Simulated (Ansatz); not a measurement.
```yaml
crystal:
  periodic: [false, false, false]
  atoms:
    - {symbol: O, position_ang: [1.161306, 1.637010, -1.619744]}
    - {symbol: C, position_ang: [0.610925, 0.895421, -0.839746]}
    - {symbol: C, position_ang: [0.232491, -0.559692, -1.060773]}
    - {symbol: C, position_ang: [-0.132744, -1.071543, 0.328028]}
    - {symbol: C, position_ang: [-0.566244, 0.190960, 1.082199]}
    - {symbol: N, position_ang: [0.189148, 1.222405, 0.412389]}
    - {symbol: H, position_ang: [-0.621305, -0.572673, -1.745855]}
    - {symbol: H, position_ang: [1.047421, -1.096633, -1.544279]}
    - {symbol: H, position_ang: [0.750287, -1.494947, 0.811940]}
    - {symbol: H, position_ang: [-0.910546, -1.834983, 0.325311]}
    - {symbol: H, position_ang: [-0.322784, 0.142994, 2.145936]}
    - {symbol: H, position_ang: [-1.647385, 0.359540, 0.991379]}
    - {symbol: H, position_ang: [0.209441, 2.182133, 0.713223]}
basis:
  gaussian: {orbitals: def2-SVP}
total_charge: -2
hamiltonian: {xc: {name: rPW86-PBE}}
output: {forces: true}
```

```sh
$ ansatz run in.yaml --threads 4 --pin off --events-out ev --progress --plain --max-ram 10444MiB
```

It prints (some lines left out):

```
Functional definition: rPW86-PBE
1353 factors; their error is unknown
mean field evaluation 1: about -7794.9214 eV, gradient 4.5e1 eV
mean field evaluation 2: about -7768.9639 eV, gradient 1.1e2 eV
mean field evaluation 4: about -7797.9551 eV, gradient 2.7e1 eV
mean field evaluation 8: about -7800.5577 eV, gradient 2.6e0 eV
mean field evaluation 16: about -7800.5184 eV, gradient 9.4e-2 eV
mean field evaluation 32: about -7800.5185 eV, gradient 4.1e-5 eV
mean field -7800.51845581 eV, -286.6637658696 hartree, gradient 4.1e-5 eV, S^2 0.000000; 3 other end points of the search recorded, 0 dependent functions left out
reference -7800.51856064 eV, -286.6637697221 hartree; 24, 24 occupied and 95, 95 virtual orbitals, 1353 factors
Total energy: -7800.51856064 eV, -286.6637697221 hartree
Atom 0 at     1.161306     1.637010    -1.619744 Å, force     1.490767     2.120954    -2.256889 eV/Å
Atom 1 at     0.610925     0.895421    -0.839746 Å, force    -0.572742    -1.974411     1.874708 eV/Å
Atom 2 at     0.232491    -0.559692    -1.060773 Å, force     0.057114     0.503275     0.926220 eV/Å
Atom 3 at    -0.132744    -1.071543     0.328028 Å, force    -0.101316     1.205649    -0.209409 eV/Å
Atom 4 at    -0.566244     0.190960     1.082199 Å, force     0.559606    -0.644204    -1.339927 eV/Å
Atom 5 at     0.189148     1.222405     0.412389 Å, force    -0.156744    -1.669547    -0.777104 eV/Å
Atom 6 at    -0.621305    -0.572673    -1.745855 Å, force    -1.366606    -0.158058    -0.801416 eV/Å
Atom 7 at     1.047421    -1.096633    -1.544279 Å, force     1.161519    -0.774067    -0.625475 eV/Å
Atom 8 at     0.750287    -1.494947     0.811940 Å, force     0.961875    -0.407095     0.471061 eV/Å
Atom 9 at    -0.910546    -1.834983     0.325311 Å, force    -1.293892    -1.168384    -0.180160 eV/Å
Atom 10 at    -0.322784     0.142994     2.145936 Å, force     0.511519     0.098895     1.922179 eV/Å
Atom 11 at    -1.647385     0.359540     0.991379 Å, force    -0.915241     0.270048    -0.047819 eV/Å
Atom 12 at     0.209441     2.182133     0.713223 Å, force    -0.335859     2.596945     1.044029 eV/Å
Dipole moment:     0.368068     0.463866    -0.419593 e Å
```

Task: Something in this input is off. What?

Result: The charge is far from anything that the molecule holds. The run converged. The result belongs to that input, not to the molecule as meant.
